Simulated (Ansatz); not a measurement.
The input, for Ansatz 0.2.0:

```yaml
crystal:
  periodic: [false, false, false]
  atoms:
    - {symbol: Ga, position_ang: [0.000000, 0.000000, -0.040218]}
    - {symbol: H, position_ang: [0.000000, 1.038252, 1.391008]}
    - {symbol: H, position_ang: [0.000000, -1.038252, 1.391008]}
basis:
  gaussian: {orbitals: cc-pVQZ}
total_charge: 1
magnetization: {spin_polarized: false, initial_magnetization: 4}
correlation: {method: ccsd_t, electrons: outside_noble_gas}
```

```sh
$ ansatz run in.yaml --threads 2 --pin off --events-out ev --progress --plain --max-ram 24576MiB --backend cuda --devices 0, --max-vram 18GiB
```

Output:

```
771 factors; integrals over basis functions are off by at most 9.0e-4 eV
mean field evaluation 1: about -52350.0090 eV, gradient 8.1e0 eV
mean field evaluation 2: about -52350.0146 eV, gradient 8.1e0 eV
mean field evaluation 4: about -52351.0401 eV, gradient 1.2e0 eV
mean field evaluation 8: about -52351.0452 eV, gradient 6.6e-5 eV
mean field evaluation 16: about -52351.0444 eV, gradient 3.7e-1 eV
mean field evaluation 32: about -52348.7414 eV, gradient 1.5e-2 eV
mean field -52351.04521477 eV, -1923.8654268297 hartree, gradient 1.9e-6 eV, S^2 6.000000; 1 other end points of the search recorded, 0 dependent functions left out
determinant -52351.04521477 eV, -1923.8654268297 hartree, with singles and doubles -52351.44015662 eV, -1923.8799406750 hartree
determinant -52348.74137323 eV, -1923.7807622147 hartree, with singles and doubles -52349.03761966 eV, -1923.7916490703 hartree
14 core orbitals not correlated: weight in the atoms' cores, before any rotation towards them, 0.998 or more for the frozen orbitals, at most 0.002 for the correlated occupied ones
reference -52351.04521477 eV, -1923.8654268297 hartree; 4, 0 occupied and 110, 114 virtual orbitals, 771 factors
second order -0.28032125 eV of doubles, -0.00001019 eV of singles
cycle   1  -0.40358036 eV  change   -7.3e-2 eV  update   1.2e-2
cycle   2  -0.41025591 eV  change   -6.7e-3 eV  update   4.0e-3
cycle   3  -0.41192463 eV  change   -1.7e-3 eV  update   9.0e-4
cycle   4  -0.41219167 eV  change   -2.7e-4 eV  update   2.3e-4
cycle   5  -0.41220543 eV  change   -1.4e-5 eV  update   4.3e-5
cycle   6  -0.41220607 eV  change   -6.4e-7 eV  update   8.7e-6
cycle   7  -0.41220537 eV  change    7.1e-7 eV  update   1.7e-6
perturbative correction -0.00417112 eV, -0.0001532859 hartree
Total energy: -52351.46159126 eV, -1923.8807283835 hartree
```

For the same geometry and basis full CI lies 1.2 meV lower.

Ran on 2 threads of AMD EPYC 7R13 with a shared H100 80 GB, shared host: 4.1 s wall, 0.82 GiB peak host memory.
